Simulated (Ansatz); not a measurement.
A made-up structure of CH4BN, singlet:

```tsv
atom	x (Å)	y (Å)	z (Å)
B1	-0.9938	0.3714	-0.7557
N2	0.0369	-0.0141	0.0277
C3	0.9833	-0.3675	0.7476
H4	-2.0343	-0.2126	-0.6634
H5	-0.8290	1.2827	-1.5136
H6	1.6964	-1.1290	0.4192
H7	0.3154	-0.7838	-0.5809
```

It is relaxed with PBE-D4/def2-SVP and then PBE0-D4/def2-TZVP (Ansatz 0.2.0). Atoms count as bonded within 1.22 times the sum of their covalent radii (H–H: 0.88 Å). The end point is not checked to be a true minimum.

Q: Does its bonding change? (Judge from chemistry; the calculation decides.)

A: By the calculation: Yes. Formed: B1–H7; broken: N2–H7.

Where it ends: The first stage lowers the energy by 3.16 eV in 17 steps. It ends as CH₄BN ([BH3][N][CH]):
B1  (-0.852, 0.106, -0.965)
N2  (0.274, -0.243, 0.008)
C3  (1.115, -0.504, 0.733)
H4  (-1.876, -0.129, -0.366)
H5  (-0.704, 1.279, -1.218)
H6  (1.901, -0.748, 1.412)
H7  (-0.683, -0.615, -1.922)
(Å)

Labels in which every atom is bracketed show which atoms are joined, not bond orders.

For scale, one of the runs: PBE0-D4/def2-TZVP relaxation, 117 basis functions, launched by `ansatz run in.yaml --threads 2 --pin off --events-out ev --progress --plain --max-ram 4352MiB`. The run took about 9.5 s on 2 CPU threads of an Arm Neoverse V1 (shared host).
